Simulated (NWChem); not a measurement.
Program: NWChem. System: Li, charge 0, spin multiplicity 2. Its SCF solution wasn't tested for a lower state. Level: UMP2/def2-TZVP, no orbitals frozen.

The NWChem input:

```
start mol
memory heap 200 mb stack 900 mb global 1100 mb
geometry units angstroms nocenter noautoz
  Li     0.000000     0.000000     0.000000
  symmetry group D2h
end
basis spherical
  * library def2-tzvp
end
scf
  uhf
  nopen 1
  maxiter 100
  thresh 1e-7
  semidirect memsize 60000000 filesize 0
  # guess.movecs holds the orbitals of an unrestricted PBE0 run
  vectors input guess.movecs output mol.movecs
end
mp2
end
task mp2 energy
```

NWChem printed:

```
             Northwest Computational Chemistry Package (NWChem) 7.3.0
             --------------------------------------------------------

                                NWChem Input Module
                                -------------------

 Scaling coordinates for geometry "geometry" by  1.889725989
 (inverse scale =  0.529177249)

                             Geometry "geometry" -> ""
                             -------------------------

 Output coordinates in angstroms (scale by  1.889725989 to convert to a.u.)

  No.       Tag          Charge          X              Y              Z
 ---- ---------------- ---------- -------------- -------------- --------------
    1 Li                   3.0000     0.00000000     0.00000000     0.00000000

 Effective nuclear repulsion energy (a.u.)       0.0000000000

            Nuclear Dipole moment (a.u.)
            ----------------------------
        X                 Y               Z
 ---------------- ---------------- ----------------
     0.0000000000     0.0000000000     0.0000000000

      Symmetry information
      --------------------

 Group name             D2h
 Group number             26
 Group order               8
 No. of unique centers     1

      Symmetry unique atoms

     1


 Summary of "ao basis" -> "" (spherical)
 ------------------------------------------------------------------------------
       Tag                 Description            Shells   Functions and Types
 ---------------- ------------------------------  ------  ---------------------
 *                         def2-tzvp                  on all atoms

 Summary of "ao basis" -> "ao basis" (spherical)
 ------------------------------------------------------------------------------
       Tag                 Description            Shells   Functions and Types
 ---------------- ------------------------------  ------  ---------------------
 Li                        def2-tzvp                 8       14   5s3p

                                 NWChem SCF Module
                                 -----------------

  ao basis        = "ao basis"
  functions       =    14
  atoms           =     1
  alpha electrons =     2
  beta  electrons =     1
  charge          =   0.00
  wavefunction    = UHF
  use symmetry    = T
  symmetry adapt  = T

 Summary of "ao basis" -> "ao basis" (spherical)
 ------------------------------------------------------------------------------
       Tag                 Description            Shells   Functions and Types
 ---------------- ------------------------------  ------  ---------------------
 Li                        def2-tzvp                 8       14   5s3p

      Symmetry analysis of basis
      --------------------------

        ag          5
        au          0
        b1g         0
        b1u         3
        b2g         0
        b2u         3
        b3g         0
        b3u         3

 Forming initial guess at       0.0s

   Symmetry analysis of molecular orbitals - initial alpha
   -------------------------------------------------------

  Numbering of irreducible representations:

     1 ag          2 au          3 b1g         4 b1u         5 b2g
     6 b2u         7 b3g         8 b3u

  Orbital symmetries:

     1 ag          2 ag          3 b2u         4 b3u         5 b1u
     6 ag          7 b2u         8 b3u         9 b1u        10 ag
    11 b3u        12 b2u

   Symmetry analysis of molecular orbitals - initial beta
   ------------------------------------------------------
[...]
           0.000000000000           0.000000000000           0.000000000000

  Mulliken analysis of the total density
  --------------------------------------

    Atom       Charge   Shell Charges
 -----------   ------   -------------------------------------------------------
    1 Li   3     3.00   0.36  1.30  0.32  0.50  0.53  0.00  0.00  0.00

  Mulliken analysis of the alpha density
  --------------------------------------

    Atom       Charge   Shell Charges
 -----------   ------   -------------------------------------------------------
    1 Li   3     2.00   0.18  0.65  0.14  0.50  0.53  0.00  0.00  0.00

   Mulliken analysis of the beta density
   -------------------------------------

    Atom       Charge   Shell Charges
 -----------   ------   -------------------------------------------------------
    1 Li   3     1.00   0.18  0.64  0.18  0.00 -0.00  0.00  0.00  0.00

   Mulliken analysis of the spin density
   -------------------------------------

    Atom       Charge   Shell Charges
 -----------   ------   -------------------------------------------------------
    1 Li   3     1.00   0.01  0.01 -0.03  0.49  0.53  0.00  0.00  0.00

       Multipole analysis of the density wrt the origin
       ------------------------------------------------

     L   x y z        total         alpha         beta         nuclear
     -   - - -        -----         -----         ----         -------
     0   0 0 0     -0.000000     -2.000000     -1.000000      3.000000

     1   1 0 0      0.000000      0.000000     -0.000000      0.000000
     1   0 1 0      0.000000      0.000000      0.000000      0.000000
     1   0 0 1     -0.000000     -0.000000     -0.000000      0.000000

     2   2 0 0     -6.194677     -6.045111     -0.149566      0.000000
     2   1 1 0     -0.000000     -0.000000      0.000000      0.000000
     2   1 0 1      0.000000      0.000000     -0.000000      0.000000
     2   0 2 0     -6.194677     -6.045111     -0.149566      0.000000
     2   0 1 1      0.000000      0.000000      0.000000      0.000000
     2   0 0 2     -6.194677     -6.045111     -0.149566      0.000000

                   NWChem MP2 Semi-direct Energy/Gradient Module
                   ---------------------------------------------

  Basis functions       =     14
  Molecular orbitals    =     14
  Frozen core           =      0
  Frozen virtuals       =      0
  Active alpha occupied =      2
  Active beta occupied  =      1
  Active alpha virtual  =     12
  Active beta virtual   =     13
  Use MO symmetry       = T
  Use skeleton AO sym   = T

  AO/Fock/Back tols     =   1.0D-09  1.0D-09  1.0D-09

 GA uses MA = F    GA memory limited = T

 Available:
  local mem=  1.26D+08
 global mem=  1.44D+08
 local disk=  0.00D+00
  mp2_memr nvloc                    12
  nvloc new                    12
   1 passes of   2:        2097152                        620                      8932.
   1 passes of   2: M    126155886           G      144178808           F     124058734.

 Semi-direct pass number   1 of   1  for UHF alpha       at        0.1s
  vrange nnbf                   105
  mp2_eaftype                    10  avail_ma_in_mb                  1099
 EAF : mp2_eaftype filesize          10       4466.
  mp2_eaf for mointskh                     10
Node 0 wrote      0.0 Mb in      0.0 s     Agg I/O rate:   292.8 Mb/s
 Done moints_semi at        0.1s
  mp2_eaftype                    10  avail_ma_in_mb                  1089
 EAF : mp2_eaftype filesize          10       4466.
  mp2_eaf for kh                    10
 Done maket at        0.1s
 Done multipass loop at        0.1s

 GA uses MA = F    GA memory limited = T

 Available:
  local mem=  1.26D+08
 global mem=  1.44D+08
 local disk=  0.00D+00
  mp2_memr nvloc                    13
  nvloc new                    13
   1 passes of   1:        2097152                        519                      5005.
   1 passes of   1: M    126155886           G      144178808           F     124058734.

 Semi-direct pass number   1 of   1  for UHF beta        at        0.1s
  vrange nnbf                   105
  mp2_eaftype                    10  avail_ma_in_mb                  1099
 EAF : mp2_eaftype filesize          10       2502.
  mp2_eaf for mointskh                     10
Node 0 wrote      0.0 Mb in      0.0 s     Agg I/O rate:   270.6 Mb/s
 Done moints_semi at        0.1s
  mp2_eaftype                    10  avail_ma_in_mb                  1089
 EAF : mp2_eaftype filesize          10       2502.
  mp2_eaf for kh                    10
 Done maket at        0.1s
 Done multipass loop at        0.1s

          -------------------------------------------
          SCF energy                  -7.432675223121
          Correlation energy          -0.030917029294
          Singlet pairs                0.000000000000
          Triplet pairs                0.000000000000
          Total MP2 energy            -7.463592252415
          -------------------------------------------

          ---------------------------------------------------
                    Spin Component Scaled (SCS) MP2
          Same spin pairs                     -0.000351216105
          Same spin scaling factor             0.333333333333
          Opposite spin pairs                 -0.030565813189
          Opposite spin scaling fact.          1.200000000000
          SCS-MP2 correlation energy          -0.036796047862
          Total SCS-MP2 energy                -7.469471270983
          ---------------------------------------------------

 -----------------------
 Performance information
 -----------------------

 Timer overhead =  2.45D-07 seconds/call

               Nr. of calls         CPU time (s)                 Wall time (s)                GFlops
             ---------------    -------------------     ------------------------------   -------------------
Name         Min   Avg   Max    Min     Avg     Max     Min     Avg     Max   Mx/calls   Min     Max     Sum
mp2: moin     2     2     2   1.43E-2 1.43E-2 1.43E-2  1.43E-2 1.43E-2 1.43E-2 7.14E-3   0.0     0.0     0.0
mp2: make     2     2     2   7.26E-4 7.26E-4 7.26E-4  7.26E-4 7.26E-4 7.26E-4 3.63E-4   0.0     0.0     0.0
mp2: tota     1     1     1   2.71E-2 2.71E-2 2.71E-2  2.71E-2 2.71E-2 2.71E-2 2.71E-2   0.0     0.0     0.0

 The average no. of pstat calls per process was 5.00D+00
 with a timing overhead of 1.23D-06s

 Task  times  cpu:        0.1s     wall:        0.1s

 Total times  cpu:        0.1s     wall:        0.1s
```
